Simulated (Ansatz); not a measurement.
A calculation with Ansatz (development build ahead of 0.2.0).

```yaml
crystal:
  periodic: [false, false, false]
  atoms:
    - { symbol: C, position_ang: [0.02087, 0.00616, -0.71372] }
    - { symbol: C, position_ang: [-0.02473, 0.02892, 0.63997] }
    - { symbol: C, position_ang: [-0.00292, 1.18005, -1.50647] }
    - { symbol: C, position_ang: [0.03604, -1.23609, 1.49416] }
    - { symbol: H, position_ang: [-0.02094, -0.97319, -1.15013] }
    - { symbol: H, position_ang: [0.00534, 0.95372, 1.14475] }
    - { symbol: H, position_ang: [0.01823, 2.18513, -0.94979] }
    - { symbol: H, position_ang: [0.92897, 1.24834, -2.20771] }
    - { symbol: H, position_ang: [-0.91262, 1.28066, -2.21603] }
    - { symbol: H, position_ang: [0.00241, -2.16235, 0.87722] }
    - { symbol: H, position_ang: [0.86237, -1.20603, 2.18889] }
    - { symbol: H, position_ang: [-0.90137, -1.20589, 2.1972] }
basis:
  gaussian: { orbitals: cc-pVDZ }
hamiltonian:
  xc: hf
```

The input is written out in the form of the current development build from the run's settings.

Output:

```
Converged                       : yes
Total energy                    : -156.10099 hartree
Spin squared of the determinant : 0.000
```
